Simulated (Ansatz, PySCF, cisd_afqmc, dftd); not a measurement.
Reaction: NH3 (azane, SMILES N) + H+ → NH4+ (SMILES [NH4+])
Each species at its own B3LYP-D3(BJ)/def2-TZVP minimum (Ansatz, an electronic-structure program).

Property: proton affinity (enthalpy at 298 K, ideal-gas terms from PySCF's Hessians at B3LYP-D3(BJ)/def2-TZVP), positive where energy is released, in kJ/mol. Radicals and triplets start from unrestricted determinants; spin-orbit coupling is neglected. Correlated methods leave the cores frozen. Rows without X2C or -DK are non-relativistic. AFQMC is phaseless with a CISD trial state; ± is one standard error, without the phaseless bias. Outlying blocks are dropped, and bars are widened where a walk drifts. Over all cases where full CI ran beside it in this data, AFQMC minus full CI had a median of +0.1 mEh and passed +0.4 mEh in a tenth of the cases. CBS(X,Y): correlation extrapolated as X^-3, Hartree-Fock from the larger set (Q,5: extrapolated as (X+1)exp(-9√X)). A bracket is a step between two methods taken in the basis named. The functionals are non-relativistic, so their misses hold any scalar relativity. Double hybrids freeze cores in their MP2 part. '+ core + X2C': CCSD(T) terms for core correlation (cc-pwCVTZ) and scalar relativity (cc-pVTZ-DK).

From measured enthalpies of formation at 298 K: 203.8 kcal/mol (Active Thermochemical Tables 1.112 (ions: stationary electron), as tabulated in the package chemicals). The calculations leave out spin-orbit terms.

```json
[
 {"level": "HF/CBS(cc-pVQZ,cc-pV5Z)", "program": "Ansatz", "proton affinity (kJ/mol)": "869.9", "error against that value": "17.1"},
 {"level": "PBE-D4/def2-TZVPD", "program": "Ansatz + dftd4", "proton affinity (kJ/mol)": "847.5", "error against that value": "-5.3"},
 {"level": "PBE/def2-TZVPD", "program": "Ansatz", "proton affinity (kJ/mol)": "847.6", "error against that value": "-5.2"},
 {"level": "r2SCAN-D3(BJ)/def2-TZVPD", "program": "Ansatz + dftd3", "proton affinity (kJ/mol)": "855.7", "error against that value": "2.9"},
 {"level": "B3LYP/def2-TZVPD", "program": "Ansatz", "proton affinity (kJ/mol)": "849.2", "error against that value": "-3.6"},
 {"level": "r2SCANh/def2-TZVPD", "program": "Ansatz", "proton affinity (kJ/mol)": "856.4", "error against that value": "3.6"},
 {"level": "CAM-B3LYP-D4/def2-TZVPD", "program": "Ansatz + dftd4", "proton affinity (kJ/mol)": "844.3", "error against that value": "-8.5"},
 {"level": "B2PLYP/def2-TZVPD", "program": "Ansatz", "proton affinity (kJ/mol)": "847.8", "error against that value": "-5.0"},
 {"level": "MP2/cc-pVDZ", "program": "Ansatz", "proton affinity (kJ/mol)": "882.3", "error against that value": "29.5"},
 {"level": "CCSD/cc-pVQZ", "program": "Ansatz", "proton affinity (kJ/mol)": "861.0", "error against that value": "8.2"},
 {"level": "CCSD(T)/cc-pV5Z", "program": "Ansatz", "proton affinity (kJ/mol)": "853.8", "error against that value": "1.0"},
 {"level": "CCSDTQ/cc-pVDZ", "program": "Ansatz", "proton affinity (kJ/mol)": "887.1", "error against that value": "34.3"},
 {"level": "AFQMC/CISD/cc-pVTZ", "program": "cisd_afqmc", "proton affinity (kJ/mol)": "864.0 ± 0.8", "error against that value": "11.2"},
 {"level": "CCSD(T)/CBS(cc-pVQZ,cc-pV5Z) + [CCSDTQ - CCSD(T)]/cc-pVDZ + core + X2C", "program": "Ansatz", "proton affinity (kJ/mol)": "851.6", "error against that value": "-1.2"},
 {"level": "CCSD(T)/CBS(cc-pVQZ,cc-pV5Z) + [CCSDT(Q) - CCSD(T)]/cc-pVQZ + [CCSDTQ - CCSDT(Q)]/cc-pVDZ + core + X2C", "program": "Ansatz", "proton affinity (kJ/mol)": "851.5", "error against that value": "-1.3"}
]
```
